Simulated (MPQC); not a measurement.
# CH3FO (SMILES OCF) at 6 levels

Wanted: a comparison of 6 runs (HF/STO-3G, HF/3-21G, HF/def2-SVP, BLYP/def2-SVP, PBE0/def2-SVP, MP2/STO-3G) of CH3FO. 

The calculation is run with MPQC 2.3.1.

## (1) The structure to begin with

CH3FO: 6 atoms, total charge 0, spin state singlet. As SMILES, `OCF`. The coordinates come from a PBE0-D4/def2-TZVP relaxation.

Bond lengths: O1–C2 1.370 Å, C2–F3 1.381 Å, O1–H4 0.962 Å, C2–H5 1.096 Å, C2–H6 1.091 Å. Angles: O1–C2–F3 111.1°, O1–C2–H5 112.9°, O1–C2–H6 107.4°, F3–C2–H5 106.3°, F3–C2–H6 107.8°, C2–O1–H4 109.3°, H5–C2–H6 111.3°.

## (2) Energy and forces at HF/STO-3G (run 1)

Contents of mol.in:

```
% CH3FO
molecule<Molecule>: (
   symmetry = c1
   unit = angstrom
   { atoms geometry } = {
      O  [ -0.794000    -0.697200    -0.247400 ]
      C  [ 0.250200     0.049000     0.230800 ]
      F  [ -0.094100     1.383200     0.323800 ]
      H  [ -0.928700    -0.495100    -1.178000 ]
      H  [ 1.136800     0.004900    -0.412500 ]
      H  [ 0.472100    -0.308800     1.237300 ]
   }
)
basis<GaussianBasisSet>: (
   name = "STO-3G"
   molecule = $:molecule
   basisdir = "."
   puream = yes
)
mpqc: (
   checkpoint = no
   savestate = no
   restart = no
   do_energy = yes
   do_gradient = yes
   optimize = no
   mole<CLHF>: (
      molecule = $:molecule
      basis = $:basis
      total_charge = 0
      memory = 1000000000
      print_evals = yes
      print_npa = yes
      maxiter = 120
      value_accuracy = 1e-08
      guess_wavefunction<CLHF>: (
         molecule = $:molecule
         total_charge = 0
         memory = 1000000000
         value_accuracy = 1e-3
         basis<GaussianBasisSet>: (
            name = "STO-3G"
            molecule = $:molecule
         )
      )
   )
)
```

The basis set STO-3G is read from a file made from the Basis Set Exchange's data (not shown).

Launch:

```console
$ mpqc mol.in > mol.out
```

Standard output:

```text
MPQC: Massively Parallel Quantum Chemistry
                                   Version 2.3.1

  Using IntegralV3 by default for molecular integrals evaluation

      CLSCF::init: total charge = 0

      docc = [ 13 ]
      nbasis = 18

  CLSCF::init: total charge = 0

  docc = [ 13 ]
  nbasis = 18

  Molecular formula CH3FO

  MPQC options:
    matrixkit     = <ReplSCMatrixKit>
    restart       = no
    checkpoint    = no
    savestate     = no
    do_energy     = yes
    do_gradient   = yes
    optimize      = no
    write_pdb     = no
    print_mole    = yes
    print_timings = yes

  SCF::compute: energy accuracy = 1.0000000e-08

  nuclear repulsion energy =   79.4403309269

  integral intermediate storage = 77938 bytes
  integral cache = 999919326 bytes
  Projecting guess wavefunction into the present basis set

      SCF::compute: energy accuracy = 1.0000000e-03

      nuclear repulsion energy =   79.4403309269

      integral intermediate storage = 49205 bytes
      integral cache = 999948059 bytes
      Starting from core Hamiltonian guess

[... 5 lines left out ...]
      iter     1 energy = -210.1692673616 delta = 4.81685e-01
[... 1 line left out ...]
      iter     3 energy = -210.9994172541 delta = 4.24878e-02
[... 1 line left out ...]
      iter     5 energy = -211.0027487026 delta = 2.77864e-03
[... 16 lines left out ...]
  iter     1 energy = -211.0024633020 delta = 5.01883e-01
[... 1 line left out ...]
  iter     3 energy = -211.0027656555 delta = 4.57842e-05
[... 1 line left out ...]
  iter     5 energy = -211.0027657303 delta = 2.01914e-05
[... 1 line left out ...]
  iter     7 energy = -211.0027658613 delta = 6.86921e-07
[... 1 line left out ...]
  iter     9 energy = -211.0027658584 delta = 5.98179e-08
[... 12 lines left out ...]
  total scf energy = -211.0027658584
[... 12 lines left out ...]
  Gradient of the MolecularEnergy:
[... 54 lines left out ...]
      5    H    0.006725  0.993275
      6    H    0.026714  0.973286

  SCF Parameters:
    maxiter = 120
    density_reset_frequency = 10
    level_shift = 0.000000

  CLSCF Parameters:
    charge = 0.0000000000
    ndocc = 13
    docc = [ 13 ]

                               CPU Wall
mpqc:                         0.10 0.10
  NAO:                        0.00 0.00
  calc:                       0.09 0.09
    compute gradient:         0.04 0.04
      nuc rep:                0.00 0.00
      one electron gradient:  0.00 0.00
      overlap gradient:       0.00 0.00
      two electron gradient:  0.04 0.04
        contribution:         0.04 0.04
        setup:                0.00 0.00
    vector:                   0.04 0.04
[... 5 lines of this table left out ...]
        ao_gmat:              0.03 0.03
        init pmax:            0.00 0.00
        local data:           0.00 0.00
        setup:                0.00 0.00
        sum:                  0.00 0.00
        symm:                 0.00 0.00
[... 6 lines of this table left out ...]
          ao_gmat:            0.01 0.01
          init pmax:          0.00 0.00
          local data:         0.00 0.00
          setup:              0.00 0.00
          sum:                0.00 0.00
          symm:               0.00 0.00
  input:                      0.01 0.01
```

It took 0.16 s on 1 thread of Arm Neoverse V2, shared host.

## (3) Energy and forces at HF/3-21G (run 2)

Contents of job.in:

```
% CH3FO
molecule<Molecule>: (
    symmetry = c1
    unit = bohr
    { atoms geometry } = {
        O  [ -1.50044254  -1.31751705  -0.46751824 ]
        C  [ 0.47280948   0.09259658   0.43614879 ]
        F  [ -0.17782323   2.61386918   0.61189332 ]
        H  [ -1.75498865  -0.93560340  -2.22609737 ]
        H  [ 2.14824066   0.00925966  -0.77951203 ]
        H  [ 0.89213970  -0.58354743   2.33815813 ]
    }
)
basis<GaussianBasisSet>: (
    name = "3-21G"
    molecule = $:molecule
    basisdir = "."
    puream = yes
)
mpqc: (
    checkpoint = no
    savestate = no
    restart = no
    do_energy = yes
    do_gradient = yes
    optimize = no
    mole<CLHF>: (
        molecule = $:molecule
        basis = $:basis
        total_charge = 0
        memory = 1000000000
        print_evals = yes
        print_npa = yes
        maxiter = 120
        value_accuracy = 1e-08
        guess_wavefunction<CLHF>: (
            molecule = $:molecule
            total_charge = 0
            memory = 1000000000
            value_accuracy = 1e-3
            basis<GaussianBasisSet>: (
                name = "STO-3G"
                molecule = $:molecule
            )
        )
    )
)
```

The basis set 3-21G is read from a file made from the Basis Set Exchange's data (not shown).

Launch:

```console
$ mpqc job.in > job.out
```

Standard output (excerpt; [...] marks lines left out):

```text
MPQC: Massively Parallel Quantum Chemistry
[...]
  iter    14 energy = -212.7269449992 delta = 1.33565e-08
[...]
  Gradient of the MolecularEnergy:
[... 54 lines left out ...]
      5    H    0.159343  0.840657
      6    H    0.189151  0.810849
  SCF Parameters:
    maxiter = 120
    density_reset_frequency = 10
    level_shift = 0.000000
  CLSCF Parameters:
    charge = 0.0000000000
    ndocc = 13
[...]
```

Run time: 0.6 s. Hardware: 1 thread of Arm Neoverse V2, shared host.

Runs 3 to 5 aren't shown in full; the table further down has their settings and results.

## (4) Energy and gradient at MP2/STO-3G (run 6)

Contents of run.in:

```
molecule<Molecule>: (
    symmetry = c1
    unit = bohr
    { atoms geometry } = {
        O  [ -1.50044254  -1.31751705  -0.46751824 ]
        C  [ 0.47280948   0.09259658   0.43614879 ]
        F  [ -0.17782323   2.61386918   0.61189332 ]
        H  [ -1.75498865  -0.93560340  -2.22609737 ]
        H  [ 2.14824066   0.00925966  -0.77951203 ]
        H  [ 0.89213970  -0.58354743   2.33815813 ]
    }
)
basis<GaussianBasisSet>: (
    name = "STO-3G"
    molecule = $:molecule
    basisdir = "."
    puream = yes
)
mpqc: (
    checkpoint = no
    savestate = no
    restart = no
    do_energy = yes
    do_gradient = yes
    optimize = no
    mole<MBPT2>: (
        molecule = $:molecule
        basis = $:basis
        memory = 1000000000
        method = mp
        nfzc = 3
        reference<CLHF>: (
            molecule = $:molecule
            basis = $:basis
            total_charge = 0
            memory = 1000000000
            print_evals = yes
            maxiter = 120
            value_accuracy = 1e-08
            guess_wavefunction<CLHF>: (
                molecule = $:molecule
                total_charge = 0
                memory = 1000000000
                value_accuracy = 1e-3
                basis<GaussianBasisSet>: (
                    name = "MINI (Huzinaga)"
                    molecule = $:molecule
                )
            )
        )
    )
)
```

The basis set STO-3G is read from a file made from the Basis Set Exchange's data (not shown).

Launch:

```console
$ mpqc run.in > run.out
```

Standard output:

```text
MPQC: Massively Parallel Quantum Chemistry
                                   Version 2.3.1

  Using IntegralV3 by default for molecular integrals evaluation

[... 1 line left out ...]

      docc = [ 13 ]
[... 1 line left out ...]

  CLSCF::init: total charge = 0

  docc = [ 13 ]
  nbasis = 18

  Molecular formula CH3FO

  MPQC options:
    matrixkit     = <ReplSCMatrixKit>
    restart       = no
    checkpoint    = no
    savestate     = no
    do_energy     = yes
    do_gradient   = yes
    optimize      = no
    write_pdb     = no
    print_mole    = yes
    print_timings = yes
  Using symmetric orthogonalization.
  n(basis):            18
  Maximum orthogonalization residual = 2.14966
  Minimum orthogonalization residual = 0.244563

    Using symmetric orthogonalization.
  n(basis):            18
  Maximum orthogonalization residual = 2.14966
  Minimum orthogonalization residual = 0.244563

  Entered memgrp based MP2 routine
  Static memory used per node:    7888 Bytes
[... 9 lines left out ...]
  nuclear repulsion energy =   79.4403252027
[... 36 lines left out ...]
  iter     2 energy = -211.0020963275 delta = 1.38272e-02
[... 2 lines left out ...]
  iter     5 energy = -211.0027657856 delta = 2.62737e-04
[... 2 lines left out ...]
  iter     8 energy = -211.0027658762 delta = 3.28007e-06
[... 2 lines left out ...]
  iter    11 energy = -211.0027658773 delta = 4.95343e-08
[... 97 lines left out ...]
  Gradient of the MolecularEnergy:
[... 129 lines left out ...]
  input:                               0.01 0.01
```

It took 0.34 s on 1 thread of Arm Neoverse V2, shared host.

## (5) Overview of the runs

| run | level | integration grid | starting guess | frozen core orbitals | energy (Eh) | HOMO energy (eV) | LUMO energy (eV) | HOMO–LUMO gap (eV) | wall time |
| --- | --- | --- | --- | --- | --- | --- | --- | --- | --- |
| 1 | HF/STO-3G | – | STO-3G | – | -211.002766 | -10.37 | 15.70 | 26.07 | 0.16 s |
| 2 | HF/3-21G | – | STO-3G | – | -212.726945 | -13.11 | 6.97 | 20.09 | 0.6 s |
| 3 | HF/def2-SVP | – | STO-3G | – | -213.738633 | -13.50 | 4.76 | 18.26 | 3.3 s |
| 4 | BLYP/def2-SVP | xfine | STO-3G | – | -214.753189 | -6.85 | 0.66 | 7.51 | 23 s |
| 5 | PBE0/def2-SVP | xfine | MINI (Huzinaga) | – | -214.579713 | -8.85 | 1.71 | 10.56 | 24 s |
| 6 | MP2/STO-3G | – | MINI (Huzinaga) | 3 | -211.102147 | -10.37 | 15.70 | 26.07 | 0.34 s |

## (6) Results

| quantity | value |
| --- | --- |
| run 6: total energy | -211.10215 Eh |
| run 6: HOMO energy (Hartree–Fock orbitals) | -10.37 eV |
| run 6: LUMO energy (Hartree–Fock orbitals) | 15.70 eV |
| run 6: HOMO–LUMO gap (Hartree–Fock orbitals) | 26.07 eV |
| run 6: correlation energy (3 core orbitals frozen) | -99.4 mEh |
| run 6: largest force on an atom | 4.803 eV/Å |

In words: Among the runs that give it from their own density at one geometry, the HOMO–LUMO gap runs from 7.51 eV (BLYP/def2-SVP) to 26.07 eV (HF/STO-3G). Basis or surroundings differ between these two runs. Totals of different functionals can't be ranked against each other. All runs together took 52 s, the longest 24 s.
